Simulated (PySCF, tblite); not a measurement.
Breaking a bond: SMILES P, singlet. The P1–H4 bond (P1 also carries H, H; H4 carries nothing else) is stretched with both fragments frozen at the PBE0/def2-TZVP optimised geometry.

- GFN2-xTB, 300 K electronic temperature (tblite)
- UCCSD(T) = CCSD(T) on UHF/6-31G, 5 core orbitals frozen run with PySCF

Energies relative to the lowest point of each curve near equilibrium, in mEh; the last columns give the difference from UCCSD(T):

```json
[
 {"R / Å": "1.06", "GFN2-xTB": "93.0", "UCCSD(T)": "109.0", "GFN2-xTB − UCCSD(T)": "-16.1"},
 {"R / Å": "1.13", "GFN2-xTB": "46.6", "UCCSD(T)": "64.7", "GFN2-xTB − UCCSD(T)": "-18.2"},
 {"R / Å": "1.22", "GFN2-xTB": "15.3", "UCCSD(T)": "28.9", "GFN2-xTB − UCCSD(T)": "-13.6"},
 {"R / Å": "1.27", "GFN2-xTB": "6.6", "UCCSD(T)": "16.6", "GFN2-xTB − UCCSD(T)": "-10.0"},
 {"R / Å": "1.33", "GFN2-xTB": "1.3", "UCCSD(T)": "7.0", "GFN2-xTB − UCCSD(T)": "-5.8"},
 {"R / Å": "1.37", "GFN2-xTB": "0.0", "UCCSD(T)": "3.2", "GFN2-xTB − UCCSD(T)": "-3.2"},
 {"R / Å": "1.42", "GFN2-xTB": "0.2", "UCCSD(T)": "0.6", "GFN2-xTB − UCCSD(T)": "-0.4"},
 {"R / Å": "1.46", "GFN2-xTB": "1.5", "UCCSD(T)": "0.0", "GFN2-xTB − UCCSD(T)": "1.5"},
 {"R / Å": "1.51", "GFN2-xTB": "4.1", "UCCSD(T)": "0.7", "GFN2-xTB − UCCSD(T)": "3.4"},
 {"R / Å": "1.55", "GFN2-xTB": "6.7", "UCCSD(T)": "2.1", "GFN2-xTB − UCCSD(T)": "4.6"},
 {"R / Å": "1.66", "GFN2-xTB": "15.9", "UCCSD(T)": "8.9", "GFN2-xTB − UCCSD(T)": "7.0"},
 {"R / Å": "1.77", "GFN2-xTB": "26.6", "UCCSD(T)": "18.4", "GFN2-xTB − UCCSD(T)": "8.3"},
 {"R / Å": "1.90", "GFN2-xTB": "40.1", "UCCSD(T)": "30.8", "GFN2-xTB − UCCSD(T)": "9.2"},
 {"R / Å": "2.12", "GFN2-xTB": "63.2", "UCCSD(T)": "52.1", "GFN2-xTB − UCCSD(T)": "11.0"},
 {"R / Å": "2.36", "GFN2-xTB": "86.7", "UCCSD(T)": "72.1", "GFN2-xTB − UCCSD(T)": "14.6"},
 {"R / Å": "2.58", "GFN2-xTB": "105.0", "UCCSD(T)": "86.0", "GFN2-xTB − UCCSD(T)": "19.1"},
 {"R / Å": "2.83", "GFN2-xTB": "121.7", "UCCSD(T)": "96.9", "GFN2-xTB − UCCSD(T)": "24.8"},
 {"R / Å": "3.13", "GFN2-xTB": "136.1", "UCCSD(T)": "104.1", "GFN2-xTB − UCCSD(T)": "31.9"},
 {"R / Å": "3.50", "GFN2-xTB": "147.0", "UCCSD(T)": "107.2", "GFN2-xTB − UCCSD(T)": "39.8"},
 {"R / Å": "3.85", "GFN2-xTB": "152.1", "UCCSD(T)": "107.8", "GFN2-xTB − UCCSD(T)": "44.3"},
 {"R / Å": "4.22", "GFN2-xTB": "—", "UCCSD(T)": "108.0", "GFN2-xTB − UCCSD(T)": "—"},
 {"R / Å": "4.93", "GFN2-xTB": "—", "UCCSD(T)": "108.1", "GFN2-xTB − UCCSD(T)": "—"}
]
```

GFN2-xTB is furthest from UCCSD(T) at 3.85 (44.3 mEh, above); its mean absolute difference over the points is 14.3 mEh.

Dashes: no converged value, or the column stops at the first point that the program doubted or that broke a chosen test of continuity, which isn't proof of a fault.

The unrestricted determinant behind UCCSD(T) is spin-contaminated at 2.12 to 4.93 Å (<S²> up to 1.0, against 0.00 for a pure singlet).
